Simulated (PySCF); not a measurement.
Molecule: `O1CCCC1`, C4H8O.

Geometry:
| atom | x (Å) | y (Å) | z (Å) |
| --- | --- | --- | --- |
| C1 | -0.917 | 0.405 | -0.378 |
| C2 | 0.424 | 0.977 | 0.067 |
| C3 | 1.314 | -0.259 | -0.001 |
| O4 | 0.478 | -1.364 | 0.277 |
| C5 | -0.878 | -0.971 | 0.275 |
| H6 | -0.944 | 0.308 | -1.476 |
| H7 | -1.784 | 1.007 | -0.070 |
| H8 | 0.356 | 1.348 | 1.103 |
| H9 | 0.786 | 1.803 | -0.563 |
| H10 | 2.143 | -0.233 | 0.726 |
| H11 | 1.759 | -0.370 | -1.009 |
| H12 | -1.474 | -1.726 | -0.265 |
| H13 | -1.262 | -0.923 | 1.313 |

Spin–spin couplings on one PBE0-D3(BJ)/def2-SVP geometry, PySCF 2.14, gas phase, non-relativistic, equivalent pairs averaged (without the spin–dipole term); isotopes 13C, 1H; functional B3LYP.

Reference values (Hz): 1J(C3,H10) = 144.6 (measured; liquid or solution; Wu and Cremer, Int. J. Mol. Sci. 2003, 4, 158); 1J(C2,H8) = 132.2 (measured; liquid or solution; Wu and Cremer, Int. J. Mol. Sci. 2003, 4, 158); 3J(H8,H7) = 8.7 (measured; liquid or solution; Wu and Cremer, Int. J. Mol. Sci. 2003, 4, 158); 3J(H8,H6) = 6.2 (measured; liquid or solution; Wu and Cremer, Int. J. Mol. Sci. 2003, 4, 158); 2J(H10,H11) = -8.1 (measured; liquid or solution (compiled); DeVience et al., arXiv:2103.01289 (literature column, mostly SDBS)); 2J(H8,H9) = -12.0 (measured; liquid or solution (compiled); DeVience et al., arXiv:2103.01289 (literature column, mostly SDBS)).

Task: How do the couplings (Hz) change with the basis set? Times are CPU seconds on shared hosts with different chips, so compare them loosely. Far from the basis limit: 6-31G*, pcJ-0, 6-31G-J, def2-TZVP, cc-pVTZ.

Result: 
```tsv
basis set	functions	1J(C3,H10)	1J(C2,H8)	3J(H8,H7)	3J(H8,H6)	2J(H10,H11)	2J(H8,H9)	mean abs. error	core-s
6-31G*	86	157.0	148.5	5.9	6.0	-10.0	-14.2	6.0	5.7
pcJ-0	89	128.3	118.2	6.7	6.8	-9.1	-12.7	5.7	5.8
6-31G-J	92	156.8	141.7	7.6	7.3	-11.7	-15.8	5.2	6.3
def2-TZVP	203	142.7	129.2	6.0	6.3	-7.6	-10.8	1.6	20
pcJ-1	215	150.7	137.0	7.1	7.7	-9.1	-13.0	2.6	29
cc-pVTZ	262	133.5	119.6	6.1	6.4	-7.4	-10.7	4.7	28
```

Errors compare magnitudes, without vibrational corrections, and the largest couplings weigh most in the mean. Closest: def2-TZVP; furthest: 6-31G*.

The Fermi-contact term samples the wavefunction at the nucleus, which is why sets with added tight s functions (names with J) are made for couplings. Agreement of an ordinary basis with the reference is then largely a cancellation of errors.
